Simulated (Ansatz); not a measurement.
Computed with Ansatz on PBE0-D4/def2-TZVP structures; ΔE is electronic, products minus reactants. CCSD(T)/CBS adds triple-zeta CCSD(T) − MP2 to the extrapolated MP2 energy (def2 sets, frozen cores). DFT in def2-TZVPP. Each species was taken in one conformer, which may not be the lowest.

Consider the isomerisation: `COC#CN` → `NC1=COC1`.

```csv
level,ΔE (kcal/mol)
r2SCAN-D4,-18.6
ωB97M-V,-17.6
```

(1) What does CCSD(T)/CBS give? (An estimate is asked.)

Largest T1 diagnostic among the species: 0.013.

## Answers

(1) Ansatz gave: -17.9 kcal/mol. The listed levels differ from it by -0.7, 0.3 kcal/mol.

From BLYP to BHLYP (50 % exact exchange), in def2-TZVPP and without D4, ΔE moves by −1.4 kcal/mol. At CCSD(T), def2-SVP lies +0.9 kcal/mol from the extrapolated value and def2-TZVPP +0.1 kcal/mol. In def2-TZVPP, CCSD(T) changes the Hartree–Fock value by −7.6 kcal/mol (the triples alone add −1.0 kcal/mol) and MP2 by −7.2 kcal/mol.
